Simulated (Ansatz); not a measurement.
**MgHO (doublet): wave-function methods side by side at scale of all distances = 1.524, 6-31G**

Aim: climb from Hartree-Fock through coupled cluster and multireference methods for MgHO (doublet) at one geometry and basis, and see what each rung misses.

Program: Ansatz 0.2.0, Gaussian basis. Level of theory: 6-31G, core rule «outside noble gas», up to 6 orbitals frozen. These are calculated values, not measurements.

The runs, in order: UHF; CCSD(T) on ROHF; CCSD(T) on UHF; BCCD(T) on ROHF; CISD; CCSDT(Q) on ROHF; CCSDT(Q) on UHF; CISDTQ; CCSDTQ on ROHF; CASSCF and MRCISD+Q, 3 electrons in 3 orbitals; CASSCF and NEVPT2, 3 electrons in 3 orbitals; CASSCF and MRCISD+Q, 9 electrons in 9 orbitals; CASSCF and NEVPT2, 9 electrons in 9 orbitals; Full CI.

28 further runs of the same task are left out: 8 for a known fault of the program, 20 that didn't finish.

**1. What is computed**

The geometry derives from a PBE0/def2-TZVP stationary point (not a proven minimum). All distances are scaled together.

3 atoms, charge 0, spin multiplicity 2.

Atoms are counted from 1 here; the program's logs count them from 0.

No contacts short enough for the rule that draws bonds.

**2. UHF**

The input, in.yaml:

```yaml
crystal:
  periodic: [false, false, false]
  atoms:
    - {symbol: O, position_ang: [0.000000, 0.000000, 0.416814]}
    - {symbol: Mg, position_ang: [0.000000, 0.000000, -2.278075]}
    - {symbol: H, position_ang: [0.000000, 0.000000, 1.861261]}
basis:
  gaussian: {orbitals: 6-31G}
magnetization: {spin_polarized: true, initial_magnetization: 1}
hamiltonian: {xc: hf}
output: {orbitals: {seedname: orbitals}}
```

Launch:

```console
> ansatz run in.yaml --threads 1 --pin off --events-out ev --progress --plain --max-ram 2393MiB
```

The runs that follow: CCSD(T) on ROHF; CCSD(T) on UHF; BCCD(T) on ROHF; CISD; CCSDT(Q) on ROHF; CCSDT(Q) on UHF; CISDTQ; CCSDTQ on ROHF; CASSCF and MRCISD+Q, 3 electrons in 3 orbitals; CASSCF and NEVPT2, 3 electrons in 3 orbitals; CASSCF and MRCISD+Q, 9 electrons in 9 orbitals; CASSCF and NEVPT2, 9 electrons in 9 orbitals; Full CI.

**Question.** What will the summary of the whole plan be? Wanted: FCI below the RHF energy; RMP2 from FCI; UMP2 from FCI; RCCSD from FCI; RCCSD(T) from FCI; UCCSD(T) from FCI; RCCSDT(Q) from FCI; UCCSDT(Q) from FCI; NEVPT2 pair from FCI.

As calculated:

```
                         quantity                                                                                                 value
         FCI below the RHF energy                                                                                            -4.4333 eV
                    RMP2 from FCI                                                                                            +927.7 meV
                    UMP2 from FCI                                                                                           +1343.7 meV
                   RCCSD from FCI                                                                                             +93.8 meV
                RCCSD(T) from FCI                                                                                             +26.0 meV
                UCCSD(T) from FCI                                                                                             +39.0 meV
               RCCSDT(Q) from FCI                                                                                              +0.6 meV
               UCCSDT(Q) from FCI                                                                                              +2.2 meV
             NEVPT2 pair from FCI                                                                                            +637.7 meV
          NEVPT2 valence from FCI                                                                                            +418.1 meV
        MRCISD+Q valence from FCI                                                                                             +37.9 meV
levels within 1 kcal/mol (43 meV)  RCCSD(T), UCCSD(T), BCCD(T), RCCSDT, UCCSDT, CISDTQ, RCCSDT(Q), UCCSDT(Q), RCCSDTQ, MRCISD+Q valence
                    T1 diagnostic                                                                                                 0.024
   effectively unpaired electrons                                                                                                  1.22
```

In words: RCCSD(T) lands +26.0 meV from the yardstick (0.6 % of the correlation energy). The occupations show some static correlation. Of the multireference levels listed MRCISD+Q valence comes nearest in total energy (+37.9 meV), which doesn't show that its space is the better one. These misses are within one basis, not against nature; the frozen cores of restricted and unrestricted runs differ, which can shift their rows.
